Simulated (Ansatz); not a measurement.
A nudged elastic band was laid between two geometries of ClH3Si + H3P (9 atoms, charge 0, multiplicity 1).

Level of theory: RHF/def2-SVP (Ansatz 0.2.0).

| Quantity | Value |
| --- | --- |
| movable images | 5 |
| climbing image | yes |
| spring | 20.0 eV/Å² |
| optimiser | quadratic models (default) |
| start path | through a guess of the saddle point |
| force threshold | 0.05 eV/Å |
| iteration limit | 60 |
| end points | relaxed |

Image 0:

```xyz
9
Properties=species:S:1:pos:R:3
Si 0.827 0.251 -0.318
Cl 1.104 -0.108 1.710
H 2.156 0.449 -0.931
H 0.009 1.466 -0.479
H 0.163 -0.918 -0.919
P -3.054 -0.435 1.320
H -3.700 -1.690 1.229
H -4.213 0.288 1.683
H -2.582 -0.615 2.637
```

Image 6:

```xyz
9
Properties=species:S:1:pos:R:3
Si -0.548 -0.011 -0.504
Cl 0.470 0.444 3.794
H 0.606 -0.890 -0.216
H -0.179 1.403 -0.277
H -0.965 -0.191 -1.914
P -2.213 -0.539 0.963
H -3.244 0.209 0.355
H -2.565 -1.786 0.403
H -0.650 0.050 3.329
```

Q: Which bonds break or form, and what moves?

A: Bonds broken: Si1–Cl2, P6–H9. Bonds formed: Si1–P6, Cl2–H9. ClH3Si + H3P becomes ClH + H5PSi.

Q: What energy profile does the band end with?

A: It converged. The highest image is number 3 of 0 to 6, 356.3 kJ/mol above the first end and 274.7 kJ/mol above the last; the last end lies 81.6 kJ/mol above the first. Neighbouring images differ by up to 3.5 eV, so the band resolves the path poorly. Another band between the same ends (5 images) ends at a top of the same energy, where a vibrational analysis finds 1 clearly imaginary mode. The orbitals stay closed-shell, which can raise the energy where a bond breaks towards radicals; this wasn't checked here.

```
image  path coordinate (Å)  energy (kJ/mol)  Si1–Cl2 (Å)  P6–H9 (Å)  Si1–P6 (Å)
    0                 0.00              0.0         2.08       1.41        4.27
    1                 2.39              1.7         2.08       1.41        4.95
    2                 4.78             17.1         2.08       1.41        3.99
    3                 7.16            356.3         2.71       1.65        2.55
    4                 9.72             89.7         3.93       3.66        2.28
    5                12.27             85.1         4.46       3.11        2.28
    6                14.83             81.6         4.44       2.90        2.28
```

Q: What is the geometry of the highest image?

A: 
```xyz
9
Properties=species:S:1:pos:R:3
Si -0.192 0.032 -0.087
Cl 0.285 -0.869 2.423
H 0.647 1.163 0.297
H -0.997 0.416 -1.274
H 0.364 -1.286 -0.383
P -2.491 0.387 0.953
H -3.073 -0.727 0.314
H -2.717 -0.033 2.277
H -1.117 -0.395 1.412
```

Run time: 2.5 min on 1 thread of Arm Neoverse V2, on a shared host, peak memory 0.15 GiB.
